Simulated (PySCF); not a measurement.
Match the calculated data to a structure.

All candidates are C4H7S (charge -1).

| technique | computed result |
| --- | --- |
| NMR, other nuclei | isotropic shieldings of nuclei other than C and H, by class: 493 (1 S) ppm [GIAO PBE0/pcSseg-1] |
| 1H NMR | chemical shifts (computed TMS as zero) by class: 5.67 (1 H), 3.97 (1 H), 3.50 (1 H), 3.05 (1 H), 0.97 (3 H) ppm [GIAO PBE0/pcSseg-1] |
| Rotational structure | rotational constants A, B, C: 5.580, 2.875, 2.070 GHz [PBE0-D3(BJ)/def2-SVP] |
| 13C NMR | chemical shifts (computed TMS as zero) by class: 164.6 (1 C), 91.9 (1 C), 48.6 (1 C), 34.9 (1 C) ppm [GIAO PBE0/pcSseg-1] |

Gas-phase values; electronic properties from PySCF, density fitting. Levels stand in brackets. One conformer (not necessarily the lowest) at the PBE0-D3(BJ)/def2-SVP geometry, without solvent, vibrations or thermal averaging. The geometry's basis has no diffuse functions, a weakness for an anion. The HOMO energy is positive, so at this level the finite basis confines the outermost electrons. No diffuse functions stand in pcSseg-1, which bears on an anion's orbital energies. Each NMR value is the plain mean over a class of atoms that symmetry, rotation or inversion makes alike.

Question: Which candidate is it?
A. `C=C([S-])CC`
B. `C=C[C@H](C)[S-]`
C. `C=CCC[S-]`
D. `C[C@@H]1C[C@@H]1[S-]`

Answer: B. It is `C=C[C@H](C)[S-]`. Numbering: `[CH2:1]=[CH:2][C@H:3]([CH3:4])[S-:5]`. 4 carbons fall into 4 classes; from least to most shielded: alkene CH carbon [C2] (164.6 ppm), terminal =CH2 carbon [C1] (91.9 ppm), sp3 carbon bound to sulfur [C3] (48.6 ppm), methyl carbon [C4] (34.9 ppm). Hydrogen classes from least to most shielded: 1 H on an alkene CH carbon, C2 (5.67 ppm), 1 H on a terminal =CH2 carbon, C1 (3.97 ppm), 1 H on a terminal =CH2 carbon, C1 (3.50 ppm), 1 H on an sp3 carbon bound to sulfur, C3 (3.05 ppm), 3 H on a methyl carbon, C4 (0.97 ppm, a mean of values up to 0.7 ppm apart in this geometry). The other shieldings belong to: 493 ppm, thiolate sulfur [S5]. The optimised geometry has point group C1 and is an asymmetric top.

The others, at the same levels:
- `C=CCC[S-]` fails: its computed 13C shifts are 157.0 (1 C), 107.8 (1 C), 56.4 (1 C), 43.0 (1 C) ppm, 1H shifts are 5.95 (1 H), 4.59 (1 H), 4.25 (1 H), 2.52 (2 H), 2.05 (2 H) ppm and rotational constant A is 19.640 GHz (against 5.580 GHz).
- `C=C([S-])CC` fails: its computed 13C shifts are 185.3 (1 C), 94.0 (1 C), 43.8 (1 C), 19.1 (1 C) ppm, 1H shifts are 4.42 (1 H), 4.04 (1 H), 1.72 (2 H), 1.09 (3 H) ppm and rotational constant A is 5.039 GHz (against 5.580 GHz).
- `C[C@@H]1C[C@@H]1[S-]` fails: its computed 13C shifts are 30.1 (1 C), 23.5 (1 C), 14.0 (1 C), 12.8 (1 C) ppm, 1H shifts are 1.85 (1 H), 1.22 (3 H), 0.39 (1 H), -0.27 (1 H), -1.43 (1 H) ppm and rotational constant A is 6.542 GHz (against 5.580 GHz).

Each candidate is one conformer, not necessarily the lowest. Dipoles, sizes and rotational constants follow the conformer. The torsions of the flexible species, by atom-mapped SMILES:
- `[CH2:1]=[CH:2][C@H:3]([CH3:4])[S-:5]`: C1–C2–C3–C4 -120°
- `[CH2:1]=[CH:2][CH2:3][CH2:4][S-:5]`: C1–C2–C3–C4 120°, C2–C3–C4–S5 178°
- `[CH2:1]=[C:2]([S-:3])[CH2:4][CH3:5]`: C1–C2–C4–C5 -120°
